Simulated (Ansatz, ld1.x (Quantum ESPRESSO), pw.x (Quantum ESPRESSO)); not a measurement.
**Which Sc potential is closest to all-electron in the bcc crystal?**

All use PBEsol, scalar-relativistic, no spin, cutoffs from each file’s atomic test, pw.x 7.5; 13³ k-points, Fermi–Dirac smearing 0.01 Ry. Δ is the rms difference from all-electron LAPW of the E(V) curves that follow from fits to the pressures, over ±6 % in volume. Mesh and smearing are coarse and serve the comparison alone. The files are a selection: those with a ghost or negative overlap were mostly not run, and those with noisy or unconverged pressures or nearly equal Δ are left out.

All-electron: a0 = 3.635 Å (V0 = 24.01 Å³/atom), B0 = 54.6 GPa.

**Question.** Rank them by Δ, smallest first.
A. norm-conserving Troullier–Martins (Kleinman–Bylander form), ld1.x (Quantum ESPRESSO) 7.5, PBEsol; core [Ar], reference 3d1 4s2 4p0; waves: 4s (bound): rc 2.80 bohr; 4p (bound, empty): rc 4.10 bohr; 3d (bound): rc 2.20 bohr; local part: all-electron potential smoothed inside 2.40 bohr (lloc = -1); core correction: a·sin(br)/r model core inside 1.85 bohr.
B. norm-conserving RRKJ (Kleinman–Bylander form), ld1.x (Quantum ESPRESSO) 7.5, PBEsol; core [Ar], reference 3d1 4s2 4p0; waves: 4p (bound, empty): rc 4.05 bohr; 3d (bound): rc 2.25 bohr; 4f channel at 0.05 Ry: rc 3.25 bohr; 4s (bound): rc 2.85 bohr; local part: the s channel; core correction: a·sin(br)/r model core, default radius (core density twice the valence density); rho0 0.005.
C. ultrasoft, ld1.x (Quantum ESPRESSO) 7.5, PBEsol; core [Ar], reference 3d1 4s2 4p0; waves: 4s (bound): rcut 3.15, rcutus 3.45 bohr; 4s channel at 0.1 Ry: rcut 3.15, rcutus 3.45 bohr; 4p (bound, empty): rcut 2.85, rcutus 3.45 bohr; 4p channel at 4.4 Ry: rcut 2.85, rcutus 3.45 bohr; 3d (bound): rcut 2.25, rcutus 2.95 bohr; 3d channel at 0.65 Ry: rcut 2.25, rcutus 2.95 bohr; local part: all-electron potential smoothed inside 3.05 bohr (lloc = -1); core correction: none; augmentation: PSQ, inside the norm-conserving radii.

**Answer.** A (5.5 meV/atom), B (8.0 meV/atom), C (11.2 meV/atom).
